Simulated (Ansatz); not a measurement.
# CF+ (singlet): from Hartree-Fock to the top rungs, cc-pVTZ

How much of the correlation energy of CF+ (singlet) does each wave-function method recover here?

The runs use Ansatz 0.2.0, Gaussian basis; cc-pVTZ, core rule «outside noble gas», up to 2 orbitals frozen.

Plan: UHF; CCSD(T) on RHF; BCCD(T) on RHF; CISD; CCSDT(Q) on RHF; CASSCF and MRCISD+Q, 10 electrons in 8 orbitals; CASSCF and NEVPT2, 10 electrons in 8 orbitals.

10 further runs of the same task are left out: 3 that didn't finish, 7 set aside as unsound or not needed. Runs told in other sessions of the task aren't counted.

## (1) What is computed

The geometry is a PBE0/def2-TZVP stationary point (not a proven minimum) of the parent state, kept for this charge and spin.

2 atoms, charge 1, spin multiplicity 1.

Atoms are counted from 1 here; the program's logs count them from 0.

Bond lengths: C1–F2 1.207 Å.

In the tables R marks a restricted determinant and U an unrestricted one; 'valence' is the active space of 10 electrons in 8 orbitals; energies count from the table's Hartree-Fock row.

## (2) UHF

in.yaml reads:

```yaml
crystal:
  periodic: [false, false, false]
  atoms:
    - {symbol: C, position_ang: [0.000000, 0.000000, 0.000000]}
    - {symbol: F, position_ang: [0.000000, 0.000000, 1.206700]}
basis:
  gaussian: {orbitals: cc-pVTZ}
total_charge: 1
magnetization: {spin_polarized: true, initial_magnetization: 0}
hamiltonian: {xc: hf}
output: {orbitals: {seedname: orbitals}}
```

Command:

```
ansatz run in.yaml --threads 1 --pin off --events-out ev --progress --plain --max-ram 2393MiB
```

Standard output:

```text
Functional definition: HF
  name "HF"
  cite "Fock, Z. Phys. 61, 126 (1930) doi:10.1007/BF01340294"
  parent pbe
  exchange = exact_x
  correlation = 0
402 factors; their error is unknown
mean field evaluation 1: about -3719.6251 eV, gradient 4.3e1 eV
mean field evaluation 2: about -3720.9340 eV, gradient 3.9e1 eV
mean field evaluation 4: about -3724.9803 eV, gradient 5.1e-1 eV
mean field evaluation 8: about -3725.0190 eV, gradient 2.5e-1 eV
mean field evaluation 16: about -3723.4576 eV, gradient 7.5e0 eV
mean field evaluation 32: about -3709.6897 eV, gradient 1.7e1 eV
mean field -3725.01915051 eV, -136.8919288726 hartree, gradient 2.2e-5 eV, S^2 0.000000; 0 other end points of the search recorded, 0 dependent functions left out
reference -3725.01915051 eV, -136.8919288726 hartree; 7, 7 occupied and 53, 53 virtual orbitals, 402 factors
Total energy: -3725.01915051 eV, -136.8919288726 hartree
```

Wall time 0.24 s (1 thread of Arm Neoverse V2, shared host).

From the report: ⟨S²⟩ of the determinant 0.000 (pure singlet: 0.00).

The unrestricted search falls back on the restricted solution.

## (3) CCSD(T) on RHF

in.yaml, as its differences from that of step 2:

```diff
@@ -8,4 +8,3 @@
 total_charge: 1
-magnetization: {spin_polarized: true, initial_magnetization: 0}
-hamiltonian: {xc: hf}
-output: {orbitals: {seedname: orbitals}}
+magnetization: {spin_polarized: false}
+correlation: {method: ccsd_t, electrons: outside_noble_gas}
```

The command is unchanged.

Standard output (excerpt; [...] marks lines left out):

```text
Functional definition: HF
  name "HF"
  cite "Fock, Z. Phys. 61, 126 (1930) doi:10.1007/BF01340294"
  parent pbe
[...]
372 factors; integrals over basis functions are off by at most 9.6e-4 eV
[...]
mean field -3725.01926358 eV, -136.8919330278 hartree, gradient 2.6e-6 eV, S^2 0.000000; 0 other end points of the search recorded, 0 dependent functions left out
2 core orbitals not correlated: weight in the atoms' cores, before any rotation towards them, 1.000 or more for the frozen orbitals, at most 0.000 for the correlated occupied ones
reference -3725.01926358 eV, -136.8919330278 hartree; 5, 5 occupied and 53, 53 virtual orbitals, 372 factors
second order -9.63567583 eV of doubles, -0.00000000 eV of singles
cycle   1  -9.43869314 eV  change    2.0e-1 eV  update   1.1e-1
[...]
cycle   9  -9.93694145 eV  change    6.7e-6 eV  update   9.0e-6
perturbative correction -0.42401708 eV, -0.0155823403 hartree
Total energy: -3735.38022211 eV, -137.2726912309 hartree
```

Wall time 0.39 s (1 thread of Arm Neoverse V2, shared host).

From the report: correlation -10.3610 eV; T1 0.024; largest double amplitude 0.10.

## (4) BCCD(T) on RHF

in.yaml, as its differences from that of step 3:

```diff
@@ -9,2 +9,2 @@
 magnetization: {spin_polarized: false}
-correlation: {method: ccsd_t, electrons: outside_noble_gas}
+correlation: {method: bccd_t, electrons: outside_noble_gas}
```

Same command.

Standard output (excerpt; [...] marks lines left out):

```text
Functional definition: HF
  name "HF"
  cite "Fock, Z. Phys. 61, 126 (1930) doi:10.1007/BF01340294"
  parent pbe
[...]
372 factors; integrals over basis functions are off by at most 9.6e-4 eV
[...]
mean field -3725.01926358 eV, -136.8919330278 hartree, gradient 2.6e-6 eV, S^2 0.000000; 0 other end points of the search recorded, 0 dependent functions left out
2 core orbitals not correlated: weight in the atoms' cores, before any rotation towards them, 1.000 or more for the frozen orbitals, at most 0.000 for the correlated occupied ones
reference -3725.01926358 eV, -136.8919330278 hartree; 5, 5 occupied and 53, 53 virtual orbitals, 372 factors
second order -9.63567583 eV of doubles, -0.00000000 eV of singles
cycle   1  -9.39724105 eV  change    2.4e-1 eV  update   1.1e-1
[...]
cycle  10  -9.88395431 eV  change    1.1e-5 eV  update   4.6e-6
perturbative correction -0.48904914 eV, -0.0179722245 hartree
Total energy: -3735.39226703 eV, -137.2731338736 hartree
```

Run time: 0.54 s. Hardware: 1 thread of Arm Neoverse V2, shared host.

From the report: correlation -10.3730 eV; largest double amplitude 0.10.

## (5) CISD

in.yaml, as its differences from that of step 4:

```diff
@@ -8,3 +8,2 @@
 total_charge: 1
-magnetization: {spin_polarized: false}
-correlation: {method: bccd_t, electrons: outside_noble_gas}
+correlation: {active_space: {ras: {orbitals: [5, 0, 53], electrons: 10, max_holes: 2, max_particles: 2}, fixed_orbitals: true}}
```

Launched as before.

Standard output:

```text
Functional definition: HF
  name "HF"
  cite "Fock, Z. Phys. 61, 126 (1930) doi:10.1007/BF01340294"
  parent pbe
  exchange = exact_x
  correlation = 0
372 factors; integrals over basis functions are off by at most 9.6e-4 eV
mean field evaluation 1: about -3719.6527 eV, gradient 6.1e1 eV
mean field evaluation 2: about -3719.6536 eV, gradient 6.1e1 eV
mean field evaluation 4: about -3724.9845 eV, gradient 2.9e0 eV
mean field evaluation 8: about -3725.0190 eV, gradient 2.5e-1 eV
mean field -3725.01926358 eV, -136.8919330278 hartree, gradient 2.6e-6 eV, S^2 0.000000; 0 other end points of the search recorded, 0 dependent functions left out
reference -3725.01926358 eV, -136.8919330278 hartree; 7, 7 occupied and 53, 53 virtual orbitals, 372 factors
state -3734.33151098 eV, -137.2341518078 hartree
Total energy: -3734.33151098 eV, -137.2341518078 hartree
```

It took 1.1 s on 1 thread of Arm Neoverse V2, shared host.

From the report: 25,836 determinants.

## (6) CCSDT(Q) on RHF

in.yaml, as its differences from that of step 5:

```diff
@@ -8,2 +8,3 @@
 total_charge: 1
-correlation: {active_space: {ras: {orbitals: [5, 0, 53], electrons: 10, max_holes: 2, max_particles: 2}, fixed_orbitals: true}}
+magnetization: {spin_polarized: false}
+correlation: {method: ccsdt_q, electrons: outside_noble_gas}
```

Same command.

Standard output (excerpt; [...] marks lines left out):

```text
Functional definition: HF
  name "HF"
  cite "Fock, Z. Phys. 61, 126 (1930) doi:10.1007/BF01340294"
  parent pbe
[...]
728 factors; integrals over basis functions are off by at most 2.0e-7 eV
[...]
mean field -3725.01927218 eV, -136.8919333437 hartree, gradient 2.3e-6 eV, S^2 0.000000; 0 other end points of the search recorded, 0 dependent functions left out
2 core orbitals not correlated: weight in the atoms' cores, before any rotation towards them, 1.000 or more for the frozen orbitals, at most 0.000 for the correlated occupied ones
reference -3725.01927218 eV, -136.8919333437 hartree; 5, 5 occupied and 53, 53 virtual orbitals, 728 factors
second order -9.63570411 eV of doubles, -0.00000000 eV of singles
cycle   1  -9.43870370 eV  change    2.0e-1 eV  update   1.2e-1
[...]
cycle  14  -10.37163911 eV  change    2.9e-7 eV  update   2.6e-7
perturbative correction -0.02266428 eV, -0.0008328968 hartree
Total energy: -3735.41357556 eV, -137.2739169477 hartree
```

It took 17 s on 1 thread of Arm Neoverse V2, shared host; peak memory 0.41 GiB.

From the report: correlation -10.3943 eV; T1 0.024; largest double amplitude 0.11.

## (7) CASSCF and MRCISD+Q, 10 electrons in 8 orbitals

in.yaml, as its differences from that of step 6:

```diff
@@ -8,3 +8,2 @@
 total_charge: 1
-magnetization: {spin_polarized: false}
-correlation: {method: ccsdt_q, electrons: outside_noble_gas}
+correlation: {method: fic_mrcisd_q, electrons: outside_noble_gas, active_space: {window: {electrons: 10, orbitals: 8}, shells: [{species: C, l: s, shell: 2}, {species: C, l: p, shell: 2}, {species: F, l: s, shell: 2}, {species: F, l: p, shell: 2}]}}
```

Launched as before.

Standard output (excerpt; [...] marks lines left out):

```text
Functional definition: HF
  name "HF"
  cite "Fock, Z. Phys. 61, 126 (1930) doi:10.1007/BF01340294"
  parent pbe
[...]
728 factors; integrals over basis functions are off by at most 2.0e-7 eV
[...]
mean field -3725.01927218 eV, -136.8919333437 hartree, gradient 2.3e-6 eV, S^2 0.000000; 0 other end points of the search recorded, 0 dependent functions left out
reference -3725.01927218 eV, -136.8919333437 hartree; 7, 7 occupied and 53, 53 virtual orbitals, 728 factors
state -3728.51705950 eV, -137.0204746571 hartree
contracted CI cycle   1: correlation 0.00000000 eV, 0.0000000000 hartree, residual 3.68e1 eV
contracted CI cycle   2: correlation -6.12901878 eV, -0.2252372859 hartree, residual 6.49e0 eV
contracted CI cycle   3: correlation -6.36525998 eV, -0.2339189899 hartree, residual 1.81e0 eV
contracted CI cycle   4: correlation -6.38951888 eV, -0.2348104880 hartree, residual 6.34e-1 eV
contracted CI cycle   5: correlation -6.39192175 eV, -0.2348987917 hartree, residual 1.75e-1 eV
contracted CI cycle   6: correlation -6.39211198 eV, -0.2349057826 hartree, residual 5.44e-2 eV
contracted CI cycle   7: correlation -6.39212703 eV, -0.2349063358 hartree, residual 1.65e-2 eV
contracted CI cycle   8: correlation -6.39212838 eV, -0.2349063852 hartree, residual 4.65e-3 eV
contracted CI cycle   9: correlation -6.39212848 eV, -0.2349063891 hartree, residual 1.20e-3 eV
state -3728.51705950 eV, -137.0204746571 hartree; corrected -3735.22247944 eV, -137.2668942946 hartree
Total energy: -3735.22247944 eV, -137.2668942946 hartree
Checks for a lower state left out: starts, orbital_swaps
```

It took 2.8 s on 1 thread of Arm Neoverse V2, shared host; peak memory 0.25 GiB.

From the report: 792 determinants; active occupations 2.00, 1.99, 1.98, 1.97, 1.97, 0.03, 0.03, 0.03.

## (8) CASSCF and NEVPT2, 10 electrons in 8 orbitals

in.yaml reads:

```yaml
crystal:
  periodic: [false, false, false]
  atoms:
    - {symbol: C, position_ang: [0.000000, 0.000000, 0.000000]}
    - {symbol: F, position_ang: [0.000000, 0.000000, 1.206700]}
basis:
  gaussian: {orbitals: cc-pVTZ}
total_charge: 1
correlation: {method: sc_nevpt2, electrons: outside_noble_gas, active_space: {window: {electrons: 10, orbitals: 8}, shells: [{species: C, l: s, shell: 2}, {species: C, l: p, shell: 2}, {species: F, l: s, shell: 2}, {species: F, l: p, shell: 2}]}}
```

Same command.

Standard output:

```text
Functional definition: HF
  name "HF"
  cite "Fock, Z. Phys. 61, 126 (1930) doi:10.1007/BF01340294"
  parent pbe
  exchange = exact_x
  correlation = 0
728 factors; integrals over basis functions are off by at most 2.0e-7 eV
mean field evaluation 1: about -3719.6533 eV, gradient 6.1e1 eV
mean field evaluation 2: about -3719.6539 eV, gradient 6.1e1 eV
mean field evaluation 4: about -3724.9845 eV, gradient 2.9e0 eV
mean field evaluation 8: about -3725.0190 eV, gradient 2.5e-1 eV
mean field -3725.01927218 eV, -136.8919333437 hartree, gradient 2.3e-6 eV, S^2 0.000000; 0 other end points of the search recorded, 0 dependent functions left out
reference -3725.01927218 eV, -136.8919333437 hartree; 7, 7 occupied and 53, 53 virtual orbitals, 728 factors
state -3728.51705950 eV, -137.0204746571 hartree
state -3728.51705950 eV, -137.0204746571 hartree; corrected -3734.03335292 eV, -137.2231947012 hartree
Total energy: -3734.03335292 eV, -137.2231947012 hartree
Checks for a lower state left out: starts, orbital_swaps
```

Run time: 1.6 s. Hardware: 1 thread of Arm Neoverse V2, shared host.

From the report: 792 determinants; active occupations 2.00, 1.99, 1.98, 1.97, 1.97, 0.03, 0.03, 0.03.

## (9) Natural occupations

Natural occupations of the CASSCF valence state about the gap (report; correlated orbitals 1 to 8): 1.999, 1.994, 1.976, 1.969, 1.969, 0.034, 0.034, 0.026. The count of effectively unpaired electrons, Σ n²(2 − n)², is 0.02; a single determinant of this spin has 0.

## (10) Misses and costs

The yardstick is RCCSDT(Q), where the cluster series has nearly closed. Rows without a time are mean-field rows or come out of runs for another level: lower rungs of the coupled-cluster runs, CASSCF and MRCISD of the multireference runs, or the Hartree-Fock search.

```
          method  energy from the lowest RHF (kJ/mol)  from RCCSDT(Q) (kJ/mol)    time
             RHF                                  0.0                  +1002.9        
            RMP2                               -929.7                    +73.2        
            CISD                               -898.5                   +104.4   1.1 s
           RCCSD                               -958.8                    +44.1        
        RCCSD(T)                               -999.7                     +3.2  0.39 s
         BCCD(T)                              -1000.8                     +2.1  0.54 s
          RCCSDT                              -1000.7                     +2.2        
       RCCSDT(Q)                              -1002.9                        0    17 s
  CASSCF valence                               -337.5                   +665.4        
  NEVPT2 valence                               -869.7                   +133.2   1.6 s
  MRCISD valence                               -954.2                    +48.7        
MRCISD+Q valence                               -984.5                    +18.4   2.8 s
```

Among the levels timed on like hardware and quicker than the yardstick, those that no quicker one beats, quickest first: RCCSD(T) (0.39 s, +3.2 kJ/mol); BCCD(T) (0.54 s, +2.1 kJ/mol).

## (11) Results

| quantity | value |
| --- | --- |
| RCCSDT(Q) from the RHF energy | -10.3943 eV |
| RMP2 from RCCSDT(Q) | +73.2 kJ/mol |
| RCCSD from RCCSDT(Q) | +44.1 kJ/mol |
| RCCSD(T) from RCCSDT(Q) | +3.2 kJ/mol |
| NEVPT2 valence from RCCSDT(Q) | +133.2 kJ/mol |
| MRCISD+Q valence from RCCSDT(Q) | +18.4 kJ/mol |
| levels within 1 kcal/mol (43 meV) | RCCSD(T), BCCD(T), RCCSDT |
| T1 diagnostic | 0.024 |
| effectively unpaired electrons | 0.02 |

What this shows: RCCSD(T) misses by +3.2 kJ/mol, 0.3 % of the correlation energy. One determinant dominates. Of the multireference levels listed MRCISD+Q valence comes nearest in total energy (+18.4 kJ/mol), which doesn't show that its space is the better one. These misses are within one basis, not against nature.

For cost: BCCD(T) gets within 2.1 kJ/mol in 0.54 s, where RCCSDT(Q) took 17 s; the quickest level in the cost chart, RCCSD(T), takes 0.39 s and misses by 3.2 kJ/mol.
